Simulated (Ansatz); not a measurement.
## Ansatz (development build ahead of 0.2.0) run

```yaml
crystal:
  periodic: [false, false, false]
  atoms:
    - { symbol: "N", position_ang: [0.0, 0.0, -1.09873] }
    - { symbol: "N", position_ang: [0.0, 0.0, -0.06282] }
    - { symbol: O, position_ang: [0.0, 0.0, 1.01636] }
basis:
  gaussian: { orbitals: cc-pVTZ }
hamiltonian:
  xc: hf
```

The input is written out in the form of the current development build from the run's settings.

Results

```
Converged                       : yes
Total energy                    : -183.73097 hartree
Spin squared of the determinant : 0.000
```

Caution: no unrestricted run beside it, a lower state can exist.
